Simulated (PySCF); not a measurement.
`C#CC#CO`, C4H2O

Geometry (Å), atoms numbered from 1 in this order:
```xyz
7

C     2.3807    0.0975   -0.3699
C     1.2040   -0.0141   -0.1398
C    -0.1234   -0.1255    0.1213
C    -1.3024   -0.2127    0.3597
O    -2.5719   -0.3771    0.5968
H     3.4050    0.1894   -0.5699
H    -2.9887    0.4475    0.8742
```

Computed with quadratic response PBE0/def2-SVPD first hyperpolarisability, Taylor convention, gas phase in PySCF 2.14.0. Geometry: GFN2-xTB.

**Question.** Give β for the processes computed.

**Answer.** In au, Taylor convention; the vector part is βᵢ = ⅓ Σⱼ (βᵢⱼⱼ + βⱼᵢⱼ + βⱼⱼᵢ); β∥ is 3/5 of the vector part along the dipole, the dipole points from − to +:
| process | λ (nm) | β vector norm | β∥ | β HRS | depolarisation ratio |
| --- | --- | --- | --- | --- | --- |
| static β(0;0,0) | ∞ | 358.4 | 132.8 | 139.0 | 6.47 |
| second harmonic β(−2ω;ω,ω) | 1550 | 380.2 | 141.0 | 147.5 | 6.44 |
| Pockels β(−ω;ω,0) | 1550 | 365.5 | 135.4 | – | – |
| second harmonic β(−2ω;ω,ω) | 1064 | 407.1 | 151.3 | 158.0 | 6.40 |
| Pockels β(−ω;ω,0) | 1064 | 373.6 | 138.5 | – | – |
| second harmonic β(−2ω;ω,ω) | 694.3 | 490.7 | 183.1 | 190.6 | 6.30 |
| Pockels β(−ω;ω,0) | 694.3 | 395.7 | 146.9 | – | – |

**Question.** Which lowest excitations, dipole and polarisabilities go with it?

**Answer.** S1 4.64 eV (f = 0.000); S2 5.11 eV (f = 0.000); S3 5.36 eV (f = 0.000); dipole 2.06 D; isotropic α 54.2 au static, 54.5 au at 1550 nm, 54.9 au at 1064 nm, 55.5 au at 775 nm, 55.9 au at 694.3 nm, 57.1 au at 532 nm, 62.0 au at 347.1 nm.
